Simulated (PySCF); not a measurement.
C4H3O (charge +1).
Bonds: C1–C2 (triple), C2–C3, C3–C4, C4–O5 (triple). Hydrogens: H6 on C1; H7, H8 on C3.

Theory: TDDFT CAM-B3LYP/def2-SVPD, vertical, gas phase, core orbitals frozen in the response in PySCF. Geometry: PBE0-D3(BJ)/def2-SVP; no solvent, vibrations or thermal averaging.

**Question.** What does the calculation give for the low-lying excited states?

**Answer.** 

| state | E (eV) | E (hartree) | f | symmetry | main configurations (H = HOMO, L = LUMO) |
| --- | --- | --- | --- | --- | --- |
| S1 | 4.50 | 0.1654 | 0.0003 | – | H→L (97%) |
| S2 | 4.87 | 0.1791 | 0.012 | A′ | H→L+1 (76%), H-1→L (23%) |
| S3 | 4.95 | 0.1818 | 0.050 | A′ | H-1→L (74%), H→L+1 (24%) |
| S4 | 4.96 | 0.1823 | 0.0002 | – | H-1→L+1 (100%) |
| S5 | 6.76 | 0.2484 | 0.0001 | – | H→L+4 (51%), H-1→L+3 (39%) |
| S6 | 7.01 | 0.2575 | 0.0012 | – | H-1→L+3 (55%), H→L+4 (36%) |
| S7 | 7.02 | 0.2578 | 0.011 | A′ | H-1→L+4 (47%), H→L+3 (45%) |
| S8 | 7.61 | 0.2797 | 0.0057 | A″ | H→L+2 (90%) |
| S9 | 7.76 | 0.2853 | 0.011 | A′ | H-1→L+2 (94%) |
| S10 | 8.89 | 0.3268 | 0.0006 | – | H-3→L (79%) |

Triplets (Tamm–Dancoff): T1 4.25 eV, H-1→L (90%); T2 4.32 eV, H→L (94%); T3 4.75 eV, H→L+1 (99%); T4 4.83 eV, H-1→L+1 (99%).

The lowest singlet comes at 275 nm (434 kJ/mol) in the ultraviolet; it is dark (f under 0.0005); its leading configuration is HOMO→LUMO (97%). The most intense listed level is S3 at 4.95 eV (251 nm, f = 0.050), 0.44 eV above S1. S6/S7 lie within about 0.01 eV of each other. Löwdin shares by element: HOMO carbon 93% or more; LUMO carbon 59% or more, oxygen 33%. The listed states span 4.39 eV, and the widest gap between neighbours is 1.80 eV (S4 to S5). Weighted by f, the mean energy of these states is 5.74 eV. Of the 10 states listed, 4 reach f = 0.01 and 3 stay under 0.0005. No computed singlet lies in the visible range (380 to 750 nm); the lowest, at 275 nm, stands 1.24 eV above its violet end (3.26 eV). The vertical ionisation energy (ΔSCF) is 16.15 eV, 7.26 eV above S10. Symmetry labels in Cs follow from the direction of the transition dipole and are given only for states with f of 0.002 or more. Only the lowest 10 singlets were computed, as vertical energies without vibronic structure.
